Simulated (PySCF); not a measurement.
P: ionisation energy

P [Ne] 3s2 3p3 [3p1/2^2 3p3/2^1, M_J = 3/2] → P⁺ [Ne] 3s2 3p2 [3p1/2^2, M_J = 0], as a difference of total energies. Calculation: PySCF 2.14, in an even-tempered Gaussian basis (20 s from 0.0085 bohr⁻², ratio 2.8; 14 p from 0.011 bohr⁻², ratio 2.8; 5 d from 0.46 bohr⁻², ratio 3); the two-component X2C-1e Hamiltonian. Correlated levels: 1s2 frozen; the 44 highest virtual spinors dropped. "Screened" scales the spin-orbit matrix elements by Boettger's factors to mimic the two-electron term; Breit and QED terms are absent.

```csv
method,ionisation energy (eV),error (eV)
GHF (spin-free),10.006,-0.481
GMP2 (spin-free),10.264,-0.223
GHF (screened spin-orbit),9.984,-0.503
GMP2 (screened spin-orbit),10.242,-0.245
```

Reference: 10.487 eV (measured; NIST Atomic Spectra Database, ionization energies).

The labels give the starting determinants; with spin-orbit coupling the two ends relaxed to ⟨J²⟩ = 3.75, ⟨L²⟩ = 0.00, ⟨S²⟩ = 3.75 and ⟨J²⟩ = 1.93, ⟨L²⟩ = 2.01, ⟨S²⟩ = 2.00.

The determinant of P⁺ mixes levels of different J (the jj label is only the starting occupation), so the difference between spin-free and spin-orbit rows is not the physical spin-orbit shift.
